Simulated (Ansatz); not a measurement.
C3H7NO can be A, `C/C=C(\N)O`, or B, `C=C(O)NC`.

Gas-phase electronic energies from Ansatz, PBE0-D4/def2-TZVP geometries. CCSD(T)/CBS adds triple-zeta CCSD(T) − MP2 to the extrapolated MP2 energy (def2 sets, frozen cores). DFT in def2-TZVPP. B3LYP here is the variant with VWN-RPA as its local correlation; programs differ in this. One conformer a species, not always the lowest.

Problem. Which isomer does CCSD(T)/CBS put lower? Give the gap. (Estimate.)

Solution. Ansatz gave: A, by 21.1 kJ/mol.

Problem. Give E(B) − E(A) in kJ/mol with B3LYP-D4, CCSD(T)/def2-TZVPP, B3LYP, r2SCAN-D4, PBE0-D4, CCSD/def2-TZVPP, PBE-D4. (An estimate is asked.)

Solution. Ansatz gave: B3LYP-D4 17.1, CCSD(T)/def2-TZVPP 21.2, B3LYP 17.8, r2SCAN-D4 17.6, PBE0-D4 19.2, CCSD/def2-TZVPP 20.5, PBE-D4 20.5. None reverses the order clearly.

Largest T1 diagnostic: 0.011.

In def2-TZVPP, CCSD(T) changes the Hartree–Fock value by +8.8 kJ/mol (the triples alone add +0.7 kJ/mol) and MP2 by +8.3 kJ/mol.
